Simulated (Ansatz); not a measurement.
# AlO− (singlet): wave-function methods side by side, aug-cc-pVDZ

An exercise on one series of results from a longer session: the logs are not shown, and one member is left open.

The runs use Ansatz 0.2.0, Gaussian basis; aug-cc-pVDZ, core rule «outside noble gas», up to 6 orbitals frozen.

Plan: UHF; CCSD(T) on RHF; BCCD(T) on RHF; CISD; CCSDT(Q) on RHF.

28 further runs of the same task are left out: 7 for a known fault of the program, 8 that didn't finish, 13 set aside as unsound or not needed.

### What is computed

The geometry is a PBE0/def2-TZVPD stationary point (not a proven minimum) of the parent state, kept for this charge and spin.

2 atoms, charge -1, spin multiplicity 1.

Atoms are counted from 1 here; the program's logs count them from 0.

Bond lengths: Al1–O2 1.657 Å.

Set-up of the first run:

Contents of in.yaml:

```yaml
crystal:
  periodic: [false, false, false]
  atoms:
    - {symbol: Al, position_ang: [0.000000, 0.000000, 0.000000]}
    - {symbol: O, position_ang: [0.000000, 0.000000, 1.656900]}
basis:
  gaussian: {orbitals: aug-cc-pVDZ}
total_charge: -1
magnetization: {spin_polarized: true, initial_magnetization: 0}
hamiltonian: {xc: hf}
output: {orbitals: {seedname: orbitals}}
```

Command:

```
ansatz run in.yaml --threads 1 --pin off --events-out ev --progress --plain --max-ram 2393MiB
```

Steps of the session up to this table: UHF; CCSD(T) on RHF; BCCD(T) on RHF; CISD; CCSDT(Q) on RHF.

One of the session's tables, all rows but one given; the rest of the session is left out.

| method | from RCCSDT(Q) (meV) |
| --- | --- |
| RHF | +8278.0 |
| RMP2 | +461.8 |
| CISD | +1132.8 |
| RCCSD | ? |
| RCCSD(T) | +69.9 |
| BCCD(T) | +58.3 |
| RCCSDT | +53.0 |
| RCCSDT(Q) | 0 |

**Question.** Estimate the row for RCCSD.

As computed: from RCCSDT(Q) (meV): +459.5. In the column «from RCCSDT(Q) (meV)» it lies between RCCSD(T) (+69.9) and RMP2 (+461.8).
